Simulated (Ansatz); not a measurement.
**A correction line for revPBE/cc-pVTZ: atomisation enthalpy at 298 K**

The atomisation enthalpy at 298 K in kJ/mol of 7 N-containing molecules: x at revPBE/cc-pVTZ, y from tabulated heats of molecules and atoms (Active Thermochemical Tables, NIST-JANAF tables). Shapes, held fixed at every level: PBE0-D4/def2-TZVP. Flexible molecules stand in one conformer, not always the lowest. Computed values hold a harmonic thermal term (PBE0-D4/def2-TZVP) and the atoms' spin-orbit lowering. Programs: Ansatz 0.2.0.

| molecule | x (kJ/mol) | y (kJ/mol) |
| --- | --- | --- |
| NClO (nitrosyl chloride) | 865 | 790 |
| NF3 (nitrogen trifluoride) | 920 | ? |
| N2O (nitrous oxide) | 1205 | 1112 |
| HCN (hydrogen cyanide) | 1283 | 1278 |
| HOCN (cyanic acid) | 1690 | 1671 |
| N2H4 (hydrazine) | 1701 | 1721 |
| CH3N (methanimine) | 1745 | 1755 |

Fit y = c + s·x to the known rows and predict y for NF3.


1. Means of the 6 rows: x = 1414.83, y = 1387.8.
2. Σ(Δx)² = 630345, Σ(Δx·Δy) = 695553, so the slope is 695553/630345 = 1.1034.
3. Intercept: 1387.8 − (1.1034) × 1414.83 = -173.3. The largest residual of the fit is 44.
4. NF3: -173.3 + 1.1034 × 920 = 842 kJ/mol.

The tabulated heats give 843 kJ/mol, so the prediction is off by -1 kJ/mol, within the largest residual. Uncorrected, revPBE/cc-pVTZ misses it by +77 kJ/mol, and the other rows by 37 on average. The line removes about 100 % of this miss. Left out in turn, the other rows are missed by 31 kJ/mol on average, hardly better than no correction.
